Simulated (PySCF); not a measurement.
AlClH2.
Bonds: Al1–Cl2. Hydrogens: H3, H4 on Al1.

Level of theory: PySCF 2.14.0, PBE0-D3(BJ)/def2-SVP geometry optimisation, gas phase.

How far are the bound atoms from Al1?

3 atoms: H4 1.579 Å, H3 1.579 Å, Cl2 2.106 Å.

List the angles at Al1.

```json
{"angle": "H3–Al1–H4", "degrees": "124.7", "distance of the outer atoms (Å)": "2.80"}
{"angle": "Cl2–Al1–H4", "degrees": "117.7", "distance of the outer atoms (Å)": "3.17"}
{"angle": "Cl2–Al1–H3", "degrees": "117.6", "distance of the outer atoms (Å)": "3.16"}
```

What is the shape at Al1?

Planar: angles 124.7°, 117.7° and 117.6°, sum 360.0°, 0.00 Å off the plane of its three neighbours.

What are the rotational constants (commonest isotopes, rigid rotor)?

A = 128109, B = 6758, C = 6420 MHz: a near-prolate asymmetric top.

Point group: C2v (every atom within 0.08 Å of its image). Charge 0, singlet. PBE0-D3(BJ)/def2-SVP frequencies: not computed here.
